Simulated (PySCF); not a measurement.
# A gas-phase reaction: H4OSi + ClH → ClH3Si + H2O

What reaction energy should one expect for `O[SiH3]` + `Cl` → `[SiH3]Cl` + `O`?

Programs: PySCF 2.14.0. All values are calculated, for the isolated system unless a continuum is named. Atoms count from 0, parts from 1.

## 1. The system as given

Each species was relaxed by itself at PBE0-D3(BJ)/def2-SVPD.

## 2. Energies of the species: wB97M-D3(BJ)/def2-TZVPD

Job settings and geometry (Å):

```
{"job": {"kind": "react", "xc": "wB97M-D3(BJ)", "basis": "def2-TZVPD"}, "charge": 0, "multiplicity": 1}
-1 H4OSi charge 0 multiplicity 1
Si    -0.434700     0.044280     0.001740
O      1.188870     0.439370    -0.154240
H     -0.792800    -1.119850    -0.864140
H     -1.181140     1.254800    -0.430920
H     -0.774540    -0.293380     1.417230
H      1.840240    -0.224560     0.080740

-1 ClH charge 0 multiplicity 1
Cl     0.644650     0.006260    -0.007740
H     -0.643420    -0.005090     0.007920

+1 ClH3Si charge 0 multiplicity 1
Si    -0.001220     0.089560     0.005540
Cl     2.078860    -0.017320     0.029770
H     -0.490650    -0.743680    -1.124400
H     -0.385950     1.513730    -0.179820
H     -0.502730    -0.430800     1.304880

+1 H2O charge 0 multiplicity 1
O      0.002920     0.389350    -0.005770
H     -0.764330    -0.188970     0.001290
H      0.761420    -0.200340     0.004460
```

Level: wB97M-D3(BJ)/def2-TZVPD reaction energy of separated species, gas phase.

On the command line:

```sh
OMP_NUM_THREADS=1 python cluster_run.py task.json out
```

This one command runs all jobs of the session in turn.

The program printed:

```text
species 1 (H4OSi)
coarse grid: 21480 points
cycle   1  E = -367.1688094596  dE = -1.047e-01  |g| = 6.541e-01  |ddm| = 1.653e+00
cycle   2  E = -367.1468315433  dE =  2.198e-02  |g| = 7.800e-01  |ddm| = 6.951e-01
cycle   3  E = -367.2485010263  dE = -1.017e-01  |g| = 3.328e-02  |ddm| = 3.547e-01
cycle   4  E = -367.2487666861  dE = -2.657e-04  |g| = 9.089e-03  |ddm| = 3.782e-02
cycle   5  E = -367.2487881070  dE = -2.142e-05  |g| = 1.523e-03  |ddm| = 1.273e-02
cycle   6  E = -367.2487889414  dE = -8.344e-07  |g| = 3.488e-04  |ddm| = 2.909e-03
final grid: 44624 points
cycle   7  E = -367.2487569536  dE = -7.100e-08  |g| = 1.258e-04  |ddm| = 1.346e-03
cycle   8  E = -367.2487569602  dE = -6.659e-09  |g| = 5.191e-05  |ddm| = 2.383e-04
cycle   9  E = -367.2487569610  dE = -7.946e-10  |g| = 1.459e-05  |ddm| = 5.773e-05
converged SCF energy = -367.2487569610

species 2 (ClH)
coarse grid: 8792 points
cycle   1  E = -460.8503333588  dE = -8.165e-02  |g| = 2.169e-01  |ddm| = 7.239e-01
cycle   2  E = -460.8625128367  dE = -1.218e-02  |g| = 1.397e-01  |ddm| = 2.651e-01
cycle   3  E = -460.8670522046  dE = -4.539e-03  |g| = 1.358e-02  |ddm| = 9.818e-02
cycle   4  E = -460.8670932877  dE = -4.108e-05  |g| = 3.364e-03  |ddm| = 9.545e-03
cycle   5  E = -460.8670995361  dE = -6.248e-06  |g| = 8.516e-04  |ddm| = 3.915e-03
final grid: 17120 points
cycle   6  E = -460.8670682390  dE = -3.715e-07  |g| = 3.676e-04  |ddm| = 8.889e-04
cycle   7  E = -460.8670682853  dE = -4.626e-08  |g| = 1.618e-04  |ddm| = 3.980e-04
cycle   8  E = -460.8670682919  dE = -6.572e-09  |g| = 4.220e-05  |ddm| = 1.295e-04
cycle   9  E = -460.8670682932  dE = -1.313e-09  |g| = 3.971e-06  |ddm| = 6.531e-05
cycle  10  E = -460.8670682932  dE = -7.219e-12  |g| = 8.164e-07  |ddm| = 3.311e-06
converged SCF energy = -460.8670682932

species 3 (ClH3Si)
coarse grid: 20144 points
cycle   1  E = -751.6190246552  dE = -1.337e-01  |g| = 2.750e-01  |ddm| = 1.536e+00
cycle   2  E = -751.6337509780  dE = -1.473e-02  |g| = 2.068e-01  |ddm| = 4.375e-01
cycle   3  E = -751.6434525124  dE = -9.702e-03  |g| = 1.659e-02  |ddm| = 1.789e-01
cycle   4  E = -751.6435310999  dE = -7.859e-05  |g| = 4.469e-03  |ddm| = 2.231e-02
cycle   5  E = -751.6435407948  dE = -9.695e-06  |g| = 1.072e-03  |ddm| = 9.616e-03
final grid: 39792 points
cycle   6  E = -751.6435044695  dE = -3.390e-07  |g| = 6.069e-04  |ddm| = 2.134e-03
cycle   7  E = -751.6435045275  dE = -5.803e-08  |g| = 3.993e-04  |ddm| = 9.029e-04
cycle   8  E = -751.6435045547  dE = -2.717e-08  |g| = 4.090e-05  |ddm| = 3.610e-04
cycle   9  E = -751.6435045559  dE = -1.244e-09  |g| = 1.648e-05  |ddm| = 7.709e-05
cycle  10  E = -751.6435045561  dE = -1.288e-10  |g| = 2.477e-06  |ddm| = 3.076e-05
converged SCF energy = -751.6435045561

species 4 (H2O)
coarse grid: 10128 points
cycle   1  E = -76.4117498626  dE = -7.454e-02  |g| = 5.872e-01  |ddm| = 8.994e-01
cycle   2  E = -76.4087425636  dE =  3.007e-03  |g| = 6.461e-01  |ddm| = 5.038e-01
cycle   3  E = -76.4759335034  dE = -6.719e-02  |g| = 2.731e-02  |ddm| = 2.374e-01
cycle   4  E = -76.4760587068  dE = -1.252e-04  |g| = 5.497e-03  |ddm| = 1.609e-02
cycle   5  E = -76.4760673836  dE = -8.677e-06  |g| = 8.214e-04  |ddm| = 5.831e-03
final grid: 21952 points
cycle   6  E = -76.4760630163  dE = -1.975e-07  |g| = 5.843e-04  |ddm| = 1.373e-03
cycle   7  E = -76.4760630231  dE = -6.840e-09  |g| = 6.466e-04  |ddm| = 6.469e-04
cycle   8  E = -76.4760630868  dE = -6.363e-08  |g| = 3.199e-05  |ddm| = 2.236e-04
cycle   9  E = -76.4760630876  dE = -8.227e-10  |g| = 4.134e-06  |ddm| = 1.105e-04
converged SCF energy = -76.4760630876

Reaction energy = -2.467 kcal/mol
```

Run time: 11 s. Hardware: 1 thread of Arm Neoverse N1, shared host; peak memory 0.43 GiB.

Species by species (with the dispersion term, which the log's SCF energies lack):

```csv
ν,species,energy (Eh),HOMO (eV)
-1,O[SiH3],-367.25264,-11.19
-1,Cl,-460.86761,-11.93
+1,[SiH3]Cl,-751.64737,-11.36
+1,O,-76.47682,-11.72
```

## 3. Energies of the species: PBE0-D3(BJ)/def2-TZVPD

Same as in step 2 but for these lines:

```diff
@@ -1,2 +1,2 @@
-{"job": {"kind": "react", "xc": "wB97M-D3(BJ)", "basis": "def2-TZVPD"}, "charge": 0, "multiplicity": 1}
+{"job": {"kind": "react", "xc": "PBE0", "basis": "def2-TZVPD", "disp": "d3bj"}, "charge": 0, "multiplicity": 1}
 -1 H4OSi charge 0 multiplicity 1
```

Level: PBE0-D3(BJ)/def2-TZVPD reaction energy of separated species, gas phase.

The program printed:

```text
species 1 (H4OSi)
coarse grid: 5192 points
cycle   1  E = -366.9024213520  dE = -4.116e-02  |g| = 7.018e-01  |ddm| = 1.659e+00
cycle   2  E = -366.7141302496  dE =  1.883e-01  |g| = 1.213e+00  |ddm| = 9.238e-01
cycle   3  E = -366.9887129283  dE = -2.746e-01  |g| = 5.294e-02  |ddm| = 6.176e-01
cycle   4  E = -366.9893132696  dE = -6.003e-04  |g| = 1.057e-02  |ddm| = 4.175e-02
cycle   5  E = -366.9893312073  dE = -1.794e-05  |g| = 1.262e-03  |ddm| = 7.494e-03
cycle   6  E = -366.9893316393  dE = -4.319e-07  |g| = 2.328e-04  |ddm| = 1.539e-03
final grid: 44624 points
cycle   7  E = -366.9884015440  dE = -1.183e-05  |g| = 3.278e-03  |ddm| = 1.284e-02
cycle   8  E = -366.9883990658  dE =  2.478e-06  |g| = 4.925e-03  |ddm| = 3.803e-03
cycle   9  E = -366.9884031669  dE = -4.101e-06  |g| = 3.022e-04  |ddm| = 2.376e-03
cycle  10  E = -366.9884031812  dE = -1.433e-08  |g| = 4.259e-05  |ddm| = 1.885e-04
cycle  11  E = -366.9884031814  dE = -2.540e-10  |g| = 6.397e-06  |ddm| = 3.396e-05
converged SCF energy = -366.9884031814

species 2 (ClH)
coarse grid: 2248 points
cycle   1  E = -460.6537839552  dE = -4.644e-02  |g| = 1.882e-01  |ddm| = 7.411e-01
cycle   2  E = -460.6558527357  dE = -2.069e-03  |g| = 1.902e-01  |ddm| = 3.151e-01
cycle   3  E = -460.6653813866  dE = -9.529e-03  |g| = 1.506e-02  |ddm| = 1.513e-01
cycle   4  E = -460.6654034436  dE = -2.206e-05  |g| = 2.693e-03  |ddm| = 7.323e-03
cycle   5  E = -460.6654049915  dE = -1.548e-06  |g| = 1.111e-03  |ddm| = 2.553e-03
final grid: 17120 points
cycle   6  E = -460.6658903503  dE = -4.429e-06  |g| = 2.164e-03  |ddm| = 7.336e-03
cycle   7  E = -460.6658903797  dE = -2.947e-08  |g| = 1.795e-03  |ddm| = 2.512e-03
cycle   8  E = -460.6658909976  dE = -6.178e-07  |g| = 1.533e-04  |ddm| = 1.363e-03
cycle   9  E = -460.6658910045  dE = -6.902e-09  |g| = 2.147e-05  |ddm| = 1.086e-04
cycle  10  E = -460.6658910046  dE = -9.913e-11  |g| = 4.934e-06  |ddm| = 1.681e-05
converged SCF energy = -460.6658910046

species 3 (ClH3Si)
coarse grid: 5112 points
cycle   1  E = -751.2656148762  dE = -1.060e-01  |g| = 2.254e-01  |ddm| = 1.494e+00
cycle   2  E = -751.2632996653  dE =  2.315e-03  |g| = 2.472e-01  |ddm| = 4.300e-01
cycle   3  E = -751.2787808475  dE = -1.548e-02  |g| = 2.272e-02  |ddm| = 2.171e-01
cycle   4  E = -751.2788576755  dE = -7.683e-05  |g| = 5.733e-03  |ddm| = 1.336e-02
cycle   5  E = -751.2788645951  dE = -6.920e-06  |g| = 1.808e-03  |ddm| = 5.399e-03
final grid: 39792 points
cycle   6  E = -751.2792406719  dE = -7.259e-06  |g| = 2.979e-03  |ddm| = 1.399e-02
cycle   7  E = -751.2792401449  dE =  5.270e-07  |g| = 3.014e-03  |ddm| = 4.083e-03
cycle   8  E = -751.2792422747  dE = -2.130e-06  |g| = 2.231e-04  |ddm| = 2.384e-03
cycle   9  E = -751.2792422908  dE = -1.610e-08  |g| = 2.666e-05  |ddm| = 2.087e-04
cycle  10  E = -751.2792422909  dE = -1.628e-10  |g| = 1.266e-05  |ddm| = 3.494e-05
converged SCF energy = -751.2792422909

species 4 (H2O)
coarse grid: 2328 points
cycle   1  E = -76.3044303033  dE = -5.301e-03  |g| = 6.571e-01  |ddm| = 9.011e-01
cycle   2  E = -76.1882098493  dE =  1.162e-01  |g| = 1.036e+00  |ddm| = 7.256e-01
cycle   3  E = -76.3820302501  dE = -1.938e-01  |g| = 3.132e-02  |ddm| = 4.396e-01
cycle   4  E = -76.3822125543  dE = -1.823e-04  |g| = 5.864e-03  |ddm| = 1.606e-02
cycle   5  E = -76.3822176934  dE = -5.139e-06  |g| = 7.850e-04  |ddm| = 2.507e-03
final grid: 21952 points
cycle   6  E = -76.3808944345  dE = -1.510e-05  |g| = 3.448e-03  |ddm| = 9.304e-03
cycle   7  E = -76.3808924693  dE =  1.965e-06  |g| = 4.752e-03  |ddm| = 3.320e-03
cycle   8  E = -76.3808961845  dE = -3.715e-06  |g| = 2.518e-04  |ddm| = 1.964e-03
cycle   9  E = -76.3808961951  dE = -1.061e-08  |g| = 2.398e-05  |ddm| = 1.101e-04
cycle  10  E = -76.3808961952  dE = -1.115e-10  |g| = 3.293e-06  |ddm| = 1.514e-05
converged SCF energy = -76.3808961952

Reaction energy = -3.935 kcal/mol
```

Run time: 5.2 s. Hardware: 1 thread of Arm Neoverse N1, shared host; peak memory 0.43 GiB.

Reaction energy at this level: -3.94 kcal/mol.

## 4. Energies of the species: MP2/def2-TZVPD

Same as in step 3 but for these lines:

```diff
@@ -1,2 +1,2 @@
-{"job": {"kind": "react", "xc": "PBE0", "basis": "def2-TZVPD", "disp": "d3bj"}, "charge": 0, "multiplicity": 1}
+{"job": {"kind": "react", "xc": "MP2", "basis": "def2-TZVPD"}, "charge": 0, "multiplicity": 1}
 -1 H4OSi charge 0 multiplicity 1
```

Method: MP2/def2-TZVPD reaction energy of separated species, gas phase.

The program printed:

```text
species 1 (H4OSi)
final grid: 44624 points
cycle   1  E = -366.1490658204  dE = -2.082e-01  |g| = 5.094e-01  |ddm| = 1.609e+00
cycle   2  E = -366.1899510757  dE = -4.089e-02  |g| = 3.206e-01  |ddm| = 4.181e-01
cycle   3  E = -366.2073447133  dE = -1.739e-02  |g| = 4.203e-02  |ddm| = 1.600e-01
cycle   4  E = -366.2079601710  dE = -6.155e-04  |g| = 7.725e-03  |ddm| = 4.690e-02
cycle   5  E = -366.2079873859  dE = -2.721e-05  |g| = 1.418e-03  |ddm| = 1.248e-02
cycle   6  E = -366.2079886237  dE = -1.238e-06  |g| = 3.822e-04  |ddm| = 2.859e-03
cycle   7  E = -366.2079887226  dE = -9.890e-08  |g| = 9.913e-05  |ddm| = 6.815e-04
cycle   8  E = -366.2079887295  dE = -6.840e-09  |g| = 2.234e-05  |ddm| = 2.090e-04
cycle   9  E = -366.2079887298  dE = -3.305e-10  |g| = 4.458e-06  |ddm| = 4.975e-05
converged SCF energy = -366.2079887298

species 2 (ClH)
final grid: 17120 points
cycle   1  E = -460.0817352114  dE = -1.008e-01  |g| = 2.132e-01  |ddm| = 7.101e-01
cycle   2  E = -460.0969052164  dE = -1.517e-02  |g| = 8.401e-02  |ddm| = 2.053e-01
cycle   3  E = -460.0986385790  dE = -1.733e-03  |g| = 1.826e-02  |ddm| = 5.472e-02
cycle   4  E = -460.0988471446  dE = -2.086e-04  |g| = 6.315e-03  |ddm| = 1.638e-02
cycle   5  E = -460.0988771442  dE = -3.000e-05  |g| = 1.289e-03  |ddm| = 7.398e-03
cycle   6  E = -460.0988783603  dE = -1.216e-06  |g| = 2.807e-04  |ddm| = 1.659e-03
cycle   7  E = -460.0988784135  dE = -5.326e-08  |g| = 4.150e-05  |ddm| = 4.895e-04
cycle   8  E = -460.0988784143  dE = -7.323e-10  |g| = 7.806e-06  |ddm| = 6.177e-05
converged SCF energy = -460.0988784143

species 3 (ClH3Si)
final grid: 39792 points
cycle   1  E = -750.2129254008  dE = -1.790e-01  |g| = 2.933e-01  |ddm| = 1.484e+00
cycle   2  E = -750.2434176709  dE = -3.049e-02  |g| = 1.231e-01  |ddm| = 3.338e-01
cycle   3  E = -750.2474660914  dE = -4.048e-03  |g| = 2.787e-02  |ddm| = 1.240e-01
cycle   4  E = -750.2478450049  dE = -3.789e-04  |g| = 5.516e-03  |ddm| = 3.660e-02
cycle   5  E = -750.2478622305  dE = -1.723e-05  |g| = 1.172e-03  |ddm| = 1.036e-02
cycle   6  E = -750.2478633001  dE = -1.070e-06  |g| = 3.551e-04  |ddm| = 2.509e-03
cycle   7  E = -750.2478634031  dE = -1.030e-07  |g| = 8.735e-05  |ddm| = 5.415e-04
cycle   8  E = -750.2478634095  dE = -6.349e-09  |g| = 2.195e-05  |ddm| = 2.161e-04
cycle   9  E = -750.2478634098  dE = -3.597e-10  |g| = 4.868e-06  |ddm| = 4.686e-05
converged SCF energy = -750.2478634098

species 4 (H2O)
final grid: 21952 points
cycle   1  E = -76.0248945329  dE = -1.467e-01  |g| = 4.364e-01  |ddm| = 8.776e-01
cycle   2  E = -76.0503806320  dE = -2.549e-02  |g| = 2.594e-01  |ddm| = 2.972e-01
cycle   3  E = -76.0608896836  dE = -1.051e-02  |g| = 2.594e-02  |ddm| = 1.025e-01
cycle   4  E = -76.0610470428  dE = -1.574e-04  |g| = 5.694e-03  |ddm| = 1.523e-02
cycle   5  E = -76.0610614105  dE = -1.437e-05  |g| = 1.176e-03  |ddm| = 5.302e-03
cycle   6  E = -76.0610623003  dE = -8.897e-07  |g| = 2.235e-04  |ddm| = 1.658e-03
cycle   7  E = -76.0610623370  dE = -3.670e-08  |g| = 3.304e-05  |ddm| = 3.733e-04
cycle   8  E = -76.0610623376  dE = -6.659e-10  |g| = 4.159e-06  |ddm| = 3.886e-05
converged SCF energy = -76.0610623376

Reaction energy = -2.517 kcal/mol
```

Wall time 2.5 s (1 thread of Arm Neoverse N1, shared host); peak memory 0.46 GiB.

Reaction energy at this level: -2.52 kcal/mol.

## 5. Side by side

Energies in kcal/mol, with wall time:

```csv
run,reaction,time
wB97M-D3(BJ)/def2-TZVPD,-2.47,11 s
PBE0-D3(BJ)/def2-TZVPD,-3.94,5.2 s
MP2/def2-TZVPD,-2.52,2.5 s
```

## 6. Results

```
                                                quantity                    value
               reaction energy (wB97M-D3(BJ)/def2-TZVPD)           -2.47 kcal/mol
                     ΔH, ΔG at 298 K (xTB thermal terms)      -0.8, -0.7 kcal/mol
range of the reaction energy over the runs of this table  -3.94 to -2.47 kcal/mol
```

**Reading.** The reaction is exothermic by 0.8 kcal/mol in the gas phase; dispersion gives -0.12, and xTB itself gave 5.43 for the electronic energy (xTB energies and thermal terms come from the earlier relaxation of each species, not shown). No barrier was sought. The reaction energy runs from -3.94 (PBE0-D3(BJ)/def2-TZVPD) to -2.47 kcal/mol (wB97M-D3(BJ)/def2-TZVPD).
